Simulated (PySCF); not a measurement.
## Property card for ethylamine, `CCN`

Species: ethylamine, C2H7N.
Structure used (GFN2-xTB), in Å, numbered top down from 1:
```xyz
10
C2H7N angstrom
C     -1.0576   -0.1480    0.1198
C      0.2469    0.5455   -0.2843
N      1.4537   -0.1981    0.0301
H     -1.9126    0.4675   -0.1476
H     -1.0793   -0.3213    1.1948
H     -1.1510   -1.1081   -0.3859
H      0.3178    1.5129    0.2206
H      0.2472    0.7263   -1.3628
H      1.4382   -1.0997   -0.4361
H      1.5057   -0.3724    1.0288
```

Among its groups: amine.

GFN2-xTB geometry:

| Item | Value |
| --- | --- |
| Point group of the GFN2-xTB geometry | Cs |
| Rotational constants A, B, C of the GFN2-xTB geometry | 31.850, 8.888, 7.930 GHz |

**B3LYP/def2-SVPD ground state and vertical TDDFT (core frozen in the response) (PySCF)**

| Quantity | Value |
| --- | --- |
| Dipole moment | 1.30 D |
| HOMO energy | -6.59 eV |
| LUMO energy | 0.42 eV |
| HOMO–LUMO gap | 7.01 eV |
| Lowest singlet excitation | 5.95 eV (208 nm, f = 0.031) |
| Strongest line among the 8 lowest singlet transitions | S8 at 9.01 eV (138 nm, f = 0.062) |
| Lowest triplet excitation (Tamm–Dancoff) | 5.70 eV |
| Static isotropic polarisability | 37.3 au |
| Electronic spatial extent ⟨r²⟩ about the centre of nuclear charge | 208 bohr² |

Monoisotopic mass (most abundant isotopes): 45.0578 u.

The polarisability is 5.52 Å³ as a volume (1 au = 0.148185 Å³), or 1.43 au for each of the 26 electrons. The vertical singlet–triplet gap S1 − T1 is 0.25 eV (TDDFT singlet less Tamm–Dancoff triplet; S1: HOMO→LUMO, weight 0.96; T1: HOMO→LUMO, weight 0.92). The largest Löwdin shares of the HOMO are 0.64 on N3, 0.10 on C2 and 0.09 on C1. The principal polarisabilities are 34.4, 36.5 and 41.0 au; their mean is the isotropic value.

Isolated species at its GFN2-xTB geometry (one conformer only).
